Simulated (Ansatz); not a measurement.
## Aluminium, fcc: convergence with Gaussian smearing

Computed with Ansatz, r²SCAN, scalar-relativistic PAW, on the relaxed cell (a = 3.993 Å; spin not included). Errors count from a run at 500 eV on a Γ-centred 22×22×22 mesh with Fermi-Dirac smearing of 0.1 eV, extrapolated to zero width. Fixed here: cutoff 500 eV, mesh 14×14×14. The SCF starts from atomic densities corrected by a trained network.

```json
{"width (eV)": "0.01", "E(σ→0) error (meV/atom)": "6.5", "F error (meV/atom)": "6.5", "P (GPa)": "-0.46", "SCF iterations": "6"}
{"width (eV)": "0.03", "E(σ→0) error (meV/atom)": "6.5", "F error (meV/atom)": "6.3", "P (GPa)": "-0.40", "SCF iterations": "6"}
{"width (eV)": "0.1", "E(σ→0) error (meV/atom)": "6.2", "F error (meV/atom)": "5.2", "P (GPa)": "-0.37", "SCF iterations": "6"}
{"width (eV)": "0.2", "E(σ→0) error (meV/atom)": "6.1", "F error (meV/atom)": "2.3", "P (GPa)": "-0.26", "SCF iterations": "6"}
{"width (eV)": "0.6", "E(σ→0) error (meV/atom)": "6.0", "F error (meV/atom)": "-28.8", "P (GPa)": "0.24", "SCF iterations": "6"}
{"width (eV)": "1.0", "E(σ→0) error (meV/atom)": "3.6", "F error (meV/atom)": "-89.1", "P (GPa)": "0.73", "SCF iterations": "6"}
```

Problem. What does the run at 0.3 give (width)?

Solution. E(σ→0) error (meV/atom): 6.3; F error (meV/atom): -2.4; P (GPa): -0.13; SCF iterations: 6.
